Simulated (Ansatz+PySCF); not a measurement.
Values are calculated unless marked as measured or tabulated.
## Several solutions for doublet LiH₂O in separate pieces

```yaml
atoms:
  - { symbol: O, position_ang: [0.0000, 0.0000, -0.3906] }
  - { symbol: H, position_ang: [0.0000, 0.0000, 3.1246] }
  - { symbol: Li, position_ang: [30.0000, 0.0000, -0.3995] }
  - { symbol: H, position_ang: [30.0000, 0.0000, 1.1984] }
```

Basis set: 6-31G (spherical functions). Charge 0, multiplicity 2.

CASSCF(3,3) was run from several starts with Ansatz (development build ahead of 0.2.0) and PySCF 2.14.0. The starts are those of the Hartree–Fock orbitals from which the active space was taken at the frontier.

```
run  program                        start  converged  energy (hartree)  <S²>
  A   Ansatz      stability test followed        yes         -83.13340  0.75
  B   Ansatz  search for the lowest state        yes         -83.25588  0.75
  C   Ansatz      atomic start, no search        yes         -83.13340  0.75
  D    PySCF             program defaults        yes         -83.13340  0.75
```

Task: Which runs reached the lowest solution of this kind, and what is wrong with the others?

Result: B reached the lowest solution found. Converged but too high: A by 3.33 eV, C by 3.33 eV, D by 3.33 eV. Convergence only shows a stationary point; in CASSCF the end hangs on which orbitals enter the active space. Caution: other starts end on other solutions of this active space.
